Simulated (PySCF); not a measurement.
A family of related molecules: Y=E=Y. Gas-phase values, no solvent. Strings in code marks are SMILES.

B3LYP has the VWN-RPA correlation part, as in Gaussian. Delta-SCF ions had no search for a lower state. Excitations are Tamm–Dancoff values on a coarser integration grid. The basis has no diffuse functions, so Rydberg states are missing or too high.

A: `[O]=[Ge]=[O]`
B: `O=[Se]=O`
C: `S(=O)=O`
D: `[Se]=C=[Se]`

Put the candidates in order of adiabatic ionisation energy (no zero-point term), lowest first, for PySCF 2.14.0 with B3LYP-D3(BJ)/def2-TZVP.

D (9.34 eV), B (11.71 eV), A (11.77 eV), C (12.24 eV)
